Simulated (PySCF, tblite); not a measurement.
alane and dimethyl ether

A gas-phase complex of alane and dimethyl ether; neutral, singlet. The structure comes from a short search (6 tight-binding starts) and was relaxed by PBE0-D3(BJ)/def2-SVPD; another way of binding may lie lower. No frequency run checks that it is a minimum.

Parts: 1 = alane ([AlH3]), atoms 1–4; 2 = dimethyl ether (COC), atoms 5–13.

Coordinates in Å:
```
Al1    -0.104    0.522   -0.645
H2     -1.352   -0.477   -0.514
H3      1.088    0.127   -1.643
H4      0.246    1.389    0.658
C5     -2.089    2.626   -1.330
O6     -0.933    1.944   -1.783
C7     -0.467    2.343   -3.061
H8     -2.925    2.448   -2.023
H9     -2.341    2.228   -0.341
H10    -1.883    3.704   -1.255
H11     0.420    1.741   -3.282
H12    -1.246    2.162   -3.816
H13    -0.203    3.412   -3.044
```

Contacts between parts, classed by geometry: Al1···O6 2.001 Å (bond).

The parts are joined by the bond Al1–O6, so these are energies of forming such bonds; deforming the relaxed parts to their shape in the adduct costs 4.1 kcal/mol, which the interaction energies leave out.

Interaction energies are complex less parts, with the parts frozen as they stand in it; counterpoise-corrected, in kcal/mol (PySCF).

Question: How strongly do the parts interact, level by level?

Answer: 
| level | interaction | superposition error removed |
| --- | --- | --- |
| wB97M-D3(BJ)/def2-TZVPD | -28.07 | -0.16 |
| PBE0-D3(BJ)/def2-TZVPD | -28.19 | -0.16 |
| RI-MP2/def2-TZVPD | -27.53 | -1.48 |

Question: What holds them together? Decompose the wB97M-D3(BJ)/def2-TZVPD energy: frozen parts, their antisymmetrised product, then relaxation.

Answer: electrostatic -46.8, Pauli repulsion +47.5, orbital relaxation -26.5, dispersion correction -2.4 kcal/mol, which sum to the value before the counterpoise correction; the Pauli term holds the exchange-correlation of the frozen density too. Of the attraction, 62 % is electrostatic, 35 % is orbital relaxation, 3 % is dispersion correction.

The parts were also relaxed and run alone, at the levels used for the complex: shieldings by PBE0/pcSseg-2; core levels by delta-SCF with SCAN, pcX-2 on the ionised atom and pcseg-1 elsewhere, spin-free X2C (2p3/2 is the spin-free 2p value less a third of a first-order spin-orbit splitting).

Question: What does binding change?

Answer: 
| property | alone | in the complex | change |
| --- | --- | --- | --- |
| shielding of Al1 (ppm) | 278.5 | 395.9 | +117.4 |
| shielding of O6 (ppm) | 331.6 | 333.1 | +1.5 |
| Al1 2p3/2 core level (eV) | 81.02 | 79.19 | -1.84 |
| C5 1s core level (eV) | 292.24 | 293.35 | +1.10 |
| O6 1s core level (eV) | 538.54 | 540.45 | +1.91 |
